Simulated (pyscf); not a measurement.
A first-order saddle from PySCF, ωB97X-D3(BJ)/def2-SVP:

```xyz
8

F      0.0699     1.4322     0.0503
C      0.0985     0.1749    -0.3820
F      1.2818    -0.3614    -0.0974
Cl    -0.2214     0.1029    -2.1148
H     -1.1181    -0.7098     0.0248
F     -0.2143    -1.4331     1.7766
C     -1.1804    -0.7924     1.1712
F     -1.4688     0.2987     1.8314
```

Surface: singlet, charge 0. Lowest wavenumbers (cm⁻¹): 1338i, 29, 145, 169, 203.

What reaction is this the transition state of?

`[F][CH]([F])[Cl]` + `[F][C][F]` [singlet] ⇌ `[F][CH]([F])[C]([F])([F])[Cl]`, an insertion read from left to right: C–H broken and C–C, C–H formed. At ωB97M-D3(BJ)/def2-TZVP it lies +165.2 kJ/mol from the left side and +391.5 kJ/mol from the right (each side as separated species at their lowest minima found). F–CH(F)–C(F)(F)–Cl lies 21.1 kJ/mol over its isomer F–CH(Cl)–C(F)(F)–F, and others may lie lower still (electronic energy, ωB97M-D3(BJ)). One saddle was located; it need not be the lowest between these sides. A restricted solution here is unstable towards spin polarisation, so biradical character is likely and single-reference numbers are less safe.
